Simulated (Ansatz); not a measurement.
Input for Ansatz (development build ahead of 0.2.0):

```yaml
crystal:
  periodic: [false, false, false]
  atoms:
    - { symbol: "N", position_ang: [-0.01027, -0.0549, 0.1702] }
    - { symbol: H, position_ang: [0.96642, 0.03328, -0.347] }
    - { symbol: H, position_ang: [-0.44927, 0.84018, -0.17322] }
    - { symbol: H, position_ang: [-0.48522, -0.84133, -0.19551] }
basis:
  gaussian: { orbitals: def2-SVP }
hamiltonian:
  xc: hf
correlation:
  method: mp2
  frozen_orbitals: { H: 0, "N": 1 }
```

The input is written out in the form of the current development build from the run's settings.

Results

* Converged: yes
* Reference energy: -56.13727 hartree
* Correlation energy: -0.18897 hartree
* Total energy: -56.32624 hartree
* Spin squared of the determinant: 0.000
